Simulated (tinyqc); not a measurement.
Hueckel theory of the pi electrons with the omega technique, for the molecule C=CC=C[CH2+] (SMILES; centres numbered as the heavy atoms are written), step by step. One step of it, computed by the program tinyqc.

Question. Omega technique, round 2. h_r = h_r(0) + omega q_r, omega = 0.6, with q_r = z_r - P_rr.

Hueckel matrix in units of beta (H = alpha + beta A):
```
,1C,2C,3C,4C,5C
1C,0.000000,1.000000,0.000000,0.000000,0.000000
2C,1.000000,0.000000,1.000000,0.000000,0.000000
3C,0.000000,1.000000,0.000000,1.000000,0.000000
4C,0.000000,0.000000,1.000000,0.000000,1.000000
5C,0.000000,0.000000,0.000000,1.000000,0.000000
```

charge and bond-order matrix P:
```
,1C,2C,3C,4C,5C
1C,0.726025,0.785714,0.352546,-0.209323,-0.373479
2C,0.785714,0.921429,0.576390,0.020932,-0.209323
3C,0.352546,0.576390,0.705093,0.576390,0.352546
4C,-0.209323,0.020932,0.576390,0.921429,0.785714
5C,-0.373479,-0.209323,0.352546,0.785714,0.726025
```

Centres:
```
centre,"z_r, pi electrons of the neutral centre",h
1C,1,0.000000
2C,1,0.000000
3C,1,0.000000
4C,1,0.000000
5C,1,0.000000
```

Give: matrix after round 2.

Answer.

matrix after round 2:
```
,1C,2C,3C,4C,5C
1C,0.1644,1.0000,0.0000,0.0000,0.0000
2C,1.0000,0.0471,1.0000,0.0000,0.0000
3C,0.0000,1.0000,0.1769,1.0000,0.0000
4C,0.0000,0.0000,1.0000,0.0471,1.0000
5C,0.0000,0.0000,0.0000,1.0000,0.1644
```
